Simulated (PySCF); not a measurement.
# Accurate constants of ClF+, step by step

The task here is to estimate one member of a computed series from the others.

Computed with PySCF 2.14.0. Level: CCSD(T) on ROHF, no relativity in the base curves; scalar relativity is added as a correction.

2 further runs of the same task are left out: 2 set aside as unsound or not needed.

Set-up of the first run:

```yaml
molecule: ClF+
state: doublet, unpaired electrons π ↑
smaller_basis: Cl cc-pV(T+d)Z, F cc-pVTZ
larger_basis: Cl cc-pV(Q+d)Z, F cc-pVQZ
frozen_core_orbitals: 6
extrapolation: correlation as n⁻³ (n = 3, 4), Hartree–Fock as (n+1)·exp(−9√n)
corrections: core–valence correlation, scalar relativity
distances_Å: 1.3478, 1.4091, 1.4703, 1.5316, 1.5929, 1.6695, 1.7460
masses_u: 34.9689, 18.9984
dissociation_limit: Cl+ + F
```

Started as:

```
OMP_NUM_THREADS=4 python comp.py task.json out
```

One of the session's tables, all rows but one given; the rest of the session is left out.

Parts of the energy along the bond, in eV from Cl+ + F:

```
 R (Å)  HF/CBS  CCSD corr.      (T)  core–valence  relativity
1.3478   0.100      -1.862  -0.1934       -0.0310      0.0118
1.4091       ?           ?        ?             ?           ?
1.4703  -0.586      -2.042  -0.2510       -0.0147      0.0098
1.5316  -0.562      -2.125  -0.2801       -0.0090      0.0084
1.5929  -0.395      -2.203  -0.3082       -0.0046      0.0070
1.6695  -0.057      -2.292  -0.3406       -0.0006      0.0053
1.7460   0.362      -2.376  -0.3703        0.0023      0.0040
```

Q: Estimate the row for R (Å) = 1.4091 from the others.

Worked estimate for «HF/CBS». A straight line through the neighbours (1.3478, 0.100) and (1.4703, -0.586) gives 0.100 + (-0.586 − 0.100) × (1.4091 − 1.3478) / (1.4703 − 1.3478) = -0.243; a parabola fitted to 3 rows on both sides gives -0.366.

The run gave: HF/CBS: -0.397; CCSD corr.: -1.953; (T): -0.2218; core–valence: -0.0219; relativity: 0.0111. In «HF/CBS» the line misses by +0.154 and the parabola by +0.031.
